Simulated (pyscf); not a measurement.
B–OH [singlet] + HF → HO–BH–F (insertion; singlet surface; F–H broken, B–H, B–F formed). Single points on ωB97X-D3(BJ)/def2-SVP structures (PySCF, gas phase). Correlated levels are frozen-core, on RHF or UHF. ΔMP2 is the change of the MP2 total energy from the triple- to the quadruple-zeta basis. Energies in eV from the separated reactants.

```json
[
 {"level": "ωB97X-D3(BJ)/def2-TZVP", "barrier": "0.33", "reaction energy": "-4.18"},
 {"level": "r²SCAN/def2-TZVP", "barrier": "0.02", "reaction energy": "-4.34"},
 {"level": "B3LYP-D3(BJ)/def2-TZVP", "barrier": "___", "reaction energy": "-4.18"},
 {"level": "PBE0-D3(BJ)/def2-TZVP", "barrier": "0.17", "reaction energy": "-4.26"},
 {"level": "ωB97M-D3(BJ)/def2-TZVP", "barrier": "0.36", "reaction energy": "-4.05"},
 {"level": "HF/def2-TZVP", "barrier": "1.18", "reaction energy": "-4.00"},
 {"level": "CCSD(T)/def2-TZVPP + ΔMP2(QZVPP)", "barrier": "___", "reaction energy": "___"}
]
```

Task: Fill in the missing entries.

Result: 
- B3LYP-D3(BJ)/def2-TZVP, barrier: 0.22
- CCSD(T)/def2-TZVPP + ΔMP2(QZVPP), barrier: 0.55
- CCSD(T)/def2-TZVPP + ΔMP2(QZVPP), reaction energy: -3.95

Of the functionals in the table, ωB97M-D3(BJ) is closest to CCSD(T)/def2-TZVPP + ΔMP2(QZVPP) in the barrier (0.20 eV apart) and r²SCAN least close (0.54 eV); that level has limits of its own. On the reactant side the descent ends in a bound adduct, 0.41 eV under the separated species and 0.74 eV under the saddle at ωB97X-D3(BJ)/def2-TZVP. B–OH [singlet] lies 1.93 eV over its isomer HB=O, and others may lie lower still (electronic energy, ωB97M-D3(BJ)). One saddle was located; it need not be the lowest between these sides. The CCSD(T) − MP2 part came from Ansatz, without density fitting, on the same reference.
